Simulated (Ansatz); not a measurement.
# C3H4F2O: structure from calculated spectroscopic constants

These gas-phase data were calculated for one isomer of C3H4F2O at B3LYP/def2-SVP (harmonic, unscaled wavenumbers; equilibrium rotational constants with average atomic masses):

- rotational constants: 10.09, 2.49, 2.223 GHz
- all wavenumbers above 1500 cm⁻¹: 3171, 3097, 3075, 3074

Candidates:

(1) `F[C@@H]1C[C@@H](F)O1`, a singlet
(2) `F[C@@H]1C[C@H](F)O1`, a singlet
(3) `FC1(F)COC1`, a singlet
(4) `FC1(F)CCO1`, a singlet

Question: Which candidate do the data belong to? Where the bands don't settle it, estimate the moments of inertia from typical bond lengths.

Answer: Candidate (1). The rotational constants decide: (2) would give 7.185, 2.722, 2.634 GHz; (3) would give 5.881, 3.247, 3.034 GHz; (4) would give 5.951, 3.428, 3.209 GHz.

The same quantities for all candidates:

```tsv
	rotational constants (GHz)	wavenumbers above 1500 cm⁻¹	E above the lowest, B3LYP/def2-SVP (kcal/mol)
(1)	10.09, 2.49, 2.223	3171, 3097, 3075, 3074	6.1
(2)	7.185, 2.722, 2.634	3171, 3097, 3078, 3073	6.0
(3)	5.881, 3.247, 3.034	3103, 3103, 3044, 3032	15.6
(4)	5.951, 3.428, 3.209	3176, 3122, 3103, 3060, 1513	0.0
```

Harmonic stretches to hydrogen usually lie a few per cent above observed fundamentals. Programs: Ansatz 0.2.0.
